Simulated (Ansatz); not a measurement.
I need a rigid scan of one bond length of C2H5O2, SMILES [O]CCO. Use the Ansatz DFT code, driven from Python. Level of theory (for the species named): r2scan0, 6-31G* basis, multiplicity 2.

```xyz
9

O     1.4316    0.1964    1.2023
C     0.9022   -0.1850   -0.0315
C    -0.6191   -0.2699    0.0549
O    -1.1639    0.9756    0.3977
H     1.1992    0.5558   -0.8038
H     1.3143   -1.1770   -0.3124
H    -0.9021   -1.0115    0.8319
H    -1.0331   -0.6203   -0.9179
H    -1.1290    1.5359   -0.4212
```

`c2h5o2_scan.py`:
```python
import ansatz as az
import numpy as np

params = {
    "basis_set": "6-31G*",
    "xc": "R2SCAN0",
}

system = (
    az.Crystal.molecule()
    .atom("O", [1.4316, 0.1964, 1.2023])
    .atom("C", [0.9022, -0.185, -0.0315])
    .atom("C", [-0.6191, -0.2699, 0.0549])
    .atom("O", [-1.1639, 0.9756, 0.3977])
    .atom("H", [1.1992, 0.5558, -0.8038])
    .atom("H", [1.3143, -1.177, -0.3124])
    .atom("H", [-0.9021, -1.0115, 0.8319])
    .atom("H", [-1.0331, -0.6203, -0.9179])
    .atom("H", [-1.129, 1.5359, -0.4212])
)

symbols = [site.symbol for site in system.cartesian_sites]
start = np.array([site.position_ang for site in system.cartesian_sites])
axis = (start[6] - start[2]) / np.linalg.norm(start[6] - start[2])
moving = [6]
lengths, energies = [0.94, 1.02, 1.11, 1.22, 1.39, 1.67, 2.0, 2.44], []
for length in lengths:
    xyz = start.copy()
    xyz[moving] += (length - np.linalg.norm(start[6] - start[2])) * axis
    point = az.Crystal.molecule()
    for symbol, place in zip(symbols, xyz):
        point = point.atom(symbol, place.tolist())
    calculation = (
        point.calculation()
        .basis(gaussian=params["basis_set"])
        .functional(params["xc"])
        .spin("collinear", total=1)
    )
    data = calculation.run(threads=1, backend="cpu").report
    energies.append(data["free_energy_ev"])
    print(f"r = {length:6.3f} A  E = {energies[-1]:.5f} eV  <S^2> = {abs(data['mean_field']['state']['spin_squared']):.3f}")

print("energy above the lowest point (eV):", [round(e - min(energies), 3) for e in energies])
```

```console
$ python c2h5o2_scan.py
r =  0.940 A  E = -6242.15509 eV  <S^2> = 0.755
r =  1.020 A  E = -6242.58496 eV  <S^2> = 0.755
r =  1.110 A  E = -6242.67362 eV  <S^2> = 0.755
r =  1.220 A  E = -6242.44785 eV  <S^2> = 0.755
r =  1.390 A  E = -6241.75547 eV  <S^2> = 0.755
r =  1.670 A  E = -6240.39949 eV  <S^2> = 0.755
r =  2.000 A  E = -6239.05205 eV  <S^2> = 1.103
r =  2.440 A  E = -6238.33605 eV  <S^2> = 1.531
energy above the lowest point (eV): [0.519, 0.089, 0.0, 0.226, 0.918, 2.274, 3.622, 4.338]
```

Total energies depend on the basis set; only differences at equal settings carry meaning. The rest of the molecule is held rigid at a force-field or estimated start geometry, and the basis set is modest; single-reference methods fail as a bond breaks. The species is open-shell (spin multiplicity 2). The expectation value of S² is noticeably off S(S+1) in at least one run, so that state is spin-contaminated. It ran for 89 s on 1 thread of Intel(R) Xeon(R) 6975P-C (Granite Rapids) (shared host), peak memory 0.3 GiB.
